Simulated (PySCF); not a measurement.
**How far are cheaper levels from CCSD(T)/CBS for BCl⁺?**

PySCF; the state is a doublet (σ ↑). The composite is CCSD(T) extrapolated to the basis-set limit from two correlation-consistent sets, with core-valence (CV) and scalar-relativistic (SR) terms as its label shows; it has no spin–orbit coupling and nothing beyond (T). Here it is CCSD(T)/CBS(TQ)+CV+SR. It gives Re = 1.593 Å, ωe = 1151 cm⁻¹ and De = 3.62 eV to B⁺ + Cl.

```tsv
level	basis	relativity	Re (Å)	ωe (cm⁻¹)	De (eV)
UHF	aug-cc-pVDZ/aug-cc-pV(D+d)Z	no relativity	1.603	1172	2.97
UHF	def2-TZVPPD	no relativity	1.593	1179	3.10
UHF-MP2	aug-cc-pVDZ/aug-cc-pV(D+d)Z	no relativity	1.613	1158	3.73
UHF-SCS-MP2	6-311G(d,p)	no relativity	1.599	1183	3.51
UHF-CCSD	6-31G(d,p)	no relativity	1.599	1183	3.07
UHF-CCSD	def2-TZVPPD	no relativity	1.599	1153	3.28
PBE	6-31G(d,p)	no relativity	1.614	1124	4.34
revPBE	aug-cc-pVDZ/aug-cc-pV(D+d)Z	no relativity	1.622	1102	4.20
MN15	6-31G(d,p)	no relativity	1.598	1174	3.79
M06-2X	6-311G(d,p)	no relativity	1.597	1165	3.74
```

**Question.** Give the difference of each row from the composite.

**Answer.** 

| level | basis | ΔRe (pm) | Δωe (%) | ΔDe (eV) |
| --- | --- | --- | --- | --- |
| UHF | aug-cc-pVDZ/aug-cc-pV(D+d)Z | +1.0 | +1.8 | -0.65 |
| UHF | def2-TZVPPD | +0.0 | +2.4 | -0.52 |
| UHF-MP2 | aug-cc-pVDZ/aug-cc-pV(D+d)Z | +2.0 | +0.6 | +0.11 |
| UHF-SCS-MP2 | 6-311G(d,p) | +0.6 | +2.8 | -0.11 |
| UHF-CCSD | 6-31G(d,p) | +0.6 | +2.8 | -0.55 |
| UHF-CCSD | def2-TZVPPD | +0.6 | +0.2 | -0.34 |
| PBE | 6-31G(d,p) | +2.1 | -2.3 | +0.72 |
| revPBE | aug-cc-pVDZ/aug-cc-pV(D+d)Z | +2.9 | -4.3 | +0.58 |
| MN15 | 6-31G(d,p) | +0.5 | +2.0 | +0.17 |
| M06-2X | 6-311G(d,p) | +0.4 | +1.2 | +0.12 |

**Question.** Which rows come closest in De?

**Answer.** UHF-MP2 in aug-cc-pVDZ/aug-cc-pV(D+d)Z (+0.11 eV); UHF-SCS-MP2 in 6-311G(d,p) (-0.11 eV); M06-2X in 6-311G(d,p) (+0.12 eV), counted from the composite.

Correlated steps freeze 6 core orbitals. Correlated levels converge slowly with the basis: in double zeta they bind strong bonds too weakly, by up to about 1 eV, and carry superposition errors of some tenths. For an ion De counts to the pair picked by the measured ionisation energies or electron affinities, which need not be the lowest pair at this level. The state was picked by a PBE0 search and need not be the measured ground state.
